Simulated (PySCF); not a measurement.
**The electron affinity along group 16**

All values are computed (PySCF 2.14, energy differences of UHF-based or UKS calculations, no spin-orbit coupling). Values in eV. The last column holds reference values (measured affinities from photodetachment; the arrow runs from anion to atom). Unmarked ones compare directly (S terms, centres of terms, or small fine structure); those marked * lie between the lowest fine-structure levels and include a spin-orbit shift.

```csv
element,configurations,UHF,LDA,MP2 (valence),CCSD (valence),CCSD(T) (valence),CCSDT (valence),reference
"O (aug-cc-pVDZ-DK, spin-free X2C)",[He] 2s2 2p5 → [He] 2s2 2p4,-0.531,2.032,1.264,1.081,1.181,1.193,1.461
"S (aug-cc-pVDZ-DK, spin-free X2C)",[Ne] 3s2 3p5 → [Ne] 3s2 3p4,0.907,2.383,1.784,1.721,1.773,1.778,2.077 *
"Se (aug-cc-pVDZ-DK, spin-free X2C)",[Ar] 3d10 4s2 4p5 → [Ar] 3d10 4s2 4p4,0.957,2.349,1.720,1.694,1.738,1.744,2.021 *
```

The highest occupied level of the anion is positive for O⁻ at LDA; S⁻ at LDA; Se⁻ at LDA, so there the basis helps to hold the electron.

"Valence" correlates the outer s and p shells and, in groups 3 to 12 and the f block, the outer d or f shell, open or full, or the next shell where the ion has no valence electron left; the wider scheme adds the next inner shell.
